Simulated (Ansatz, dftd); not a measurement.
Barrier from NH2 (SMILES [NH2], doublet) + CH3 (SMILES [CH3], doublet) to the saddle point below; all geometries are those of the HTBH38 set.
```
C
H 1 1.0835
H 1 1.0835 2 114.60
H 1 1.0835 2 114.60 3 -135.39
H 1 1.3953 2 101.55 3 112.38
N 5 1.2118 1 174.46 2 -176.62
H 6 1.0316 5 99.32 1 -0.92
```
Charge 0, spin multiplicity 3.

Wanted: barrier height (electronic, no zero-point energy), in kJ/mol. UHF or UKS for unpaired electrons; spin-orbit terms are left out. Correlated methods leave the cores frozen. Rows without X2C or -DK are non-relativistic. CBS(X,Y): correlation extrapolated as X^-3, Hartree-Fock from the larger set. A bracket is a step between two methods taken in the basis named. Functionals run without relativity, which enters their misses. 'core' is core correlation in cc-pwCVTZ, 'X2C' scalar relativity in cc-pVTZ-DK, both at CCSD(T). The UHF reference of CH5N (saddle point or complex, triplet) is spin-contaminated (<S^2> up to 0.06 over the pure value in the sets run).

Published benchmark value: 8.0 kcal/mol (Zhao et al., J. Phys. Chem. A 109, 2012 (2005), HTBH38), a best estimate, not a measurement.

| level | program | barrier height (kJ/mol) | difference against that value |
|---|---|---|---|
| PBE0/def2-TZVPD | Ansatz | 21.2 | -12.3 |
| CAM-B3LYP-D4/def2-TZVPD | Ansatz + dftd4 | 27.2 | -6.3 |
| wB97M-V/def2-TZVPD | Ansatz | 30.4 | -3.1 |
| MP2/aug-cc-pVTZ | Ansatz | 44.0 | 10.5 |
| CCSDT(Q)/aug-cc-pVDZ | Ansatz | 30.5 | -3.0 |
| CCSD(T)/CBS(aug-cc-pVTZ,aug-cc-pVQZ) + [CCSDT(Q) - CCSD(T)]/aug-cc-pVDZ + core + X2C | Ansatz | 36.6 | 3.1 |

Ansatz is an electronic-structure program.
